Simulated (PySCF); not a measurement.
# Magnesium: a sound run and one with changed settings

Sound run: Mg [Ne] 3s2, Mg⁺ [Ne] 3s1. Computed with PySCF 2.14 in cc-pVDZ-DK (4s3p1d, 18 functions), with the spin-free X2C one-electron Hamiltonian (Gaussian nucleus). In the sound run the correlated levels freeze [Ne]. The sound run starts from symmetry-adapted Hartree-Fock orbitals and uses a fine grid where one is needed.

Changed run: basis STO-3G, all-electron and non-relativistic. This setting is unsound on purpose.

| species | method | sound run (hartree) | changed run (hartree) | converged |
| --- | --- | --- | --- | --- |
| Mg | UHF | -199.91418 | -197.00735 | yes |
| Mg | M06-L | -200.35742 | -197.44688 | yes |
| Mg | MN15 | -200.34180 | -196.76496 | yes |
| Mg | MP2 | -199.93554 | -197.02783 | yes |
| Mg | CCSD(T) | -199.94702 | -197.04357 | yes |
| Mg⁺ | UHF | -199.67040 | -196.96676 | yes |
| Mg⁺ | M06-L | -200.08003 | -197.33881 | yes |
| Mg⁺ | MN15 | -200.06096 | -196.67728 | yes |

Ionisation energy of Mg:

```json
{"method": "UHF", "sound run (eV)": "6.634", "changed run (eV)": "1.105"}
{"method": "M06-L", "sound run (eV)": "7.548", "changed run (eV)": "2.941"}
{"method": "MN15", "sound run (eV)": "7.642", "changed run (eV)": "2.386"}
{"method": "MP2", "sound run (eV)": "7.215", "changed run (eV)": "1.662"}
{"method": "SCS-MP2", "sound run (eV)": "7.331", "changed run (eV)": "1.773"}
{"method": "CCSD", "sound run (eV)": "7.527", "changed run (eV)": "2.090"}
{"method": "CCSD(T)", "sound run (eV)": "7.527", "changed run (eV)": "2.090"}
{"method": "CCSDT", "sound run (eV)": "7.527", "changed run (eV)": "2.090"}
{"method": "FCI", "sound run (eV)": "7.527", "changed run (eV)": "2.090"}
```

A minimal basis cannot let orbitals breathe on ionisation and holds almost no correlation. The Hamiltonian changed with the basis, so the totals do not compare.

For comparison, NIST gives 7.646 eV between the lowest levels.
